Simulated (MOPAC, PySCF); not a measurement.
The group X on ethyl-X is varied. All species are isolated molecules in the gas phase. One relaxed conformer stands for each flexible species; it need not be the lowest. Strings in code marks are SMILES.

Quantity: vertical ionisation energy (energy after one electron is removed minus that of the parent at the parent's geometry), in eV.

Level 1: B3LYP/6-31G* // B3LYP-D3(BJ)/def2-TZVP (PySCF)
Level 2: PBE/6-31G* // B3LYP-D3(BJ)/def2-TZVP (PySCF)
Level 3: minus the HOMO energy of PM7 // B3LYP-D3(BJ)/def2-TZVP (MOPAC)
Level 4: minus the HOMO energy of SVWN5/6-31G* // B3LYP-D3(BJ)/def2-TZVP (PySCF)

```json
[
 {"species": "`CCCC` (C–C–C–C torsion 180°)", "level 2": "10.54", "level 3": "11.18", "level 4": "7.38"},
 {"species": "`CCS` (C–C–S–H torsion 62°)", "level 2": "9.06", "level 3": "8.89", "level 4": "5.42"},
 {"species": "`CCOC` (C–C–O–C torsion 73°)", "level 2": "9.22", "level 3": "9.91", "level 4": "5.42"},
 {"species": "`C[CH2][GeH3]`", "level 2": "10.07", "level 3": "10.46", "level 4": "6.94"},
 {"species": "`CCCl`", "level 2": "10.62", "level 3": "10.83", "level 4": "6.82"}
]
```

Problem. What does level 1 give for each, and how far do the other levels lie from it on average?

Solution. 
- `CCCC` (C–C–C–C torsion 180°): 11.11
- `CCS` (C–C–S–H torsion 62°): 9.19
- `CCOC` (C–C–O–C torsion 73°): 9.49
- `C[CH2][GeH3]`: 10.29
- `CCCl`: 10.92
Mean absolute difference from level 1, which has limits of its own, over these rows (drawn at random from the members that have all these levels): level 2 0.297 eV, level 3 0.208 eV, level 4 3.80 eV.
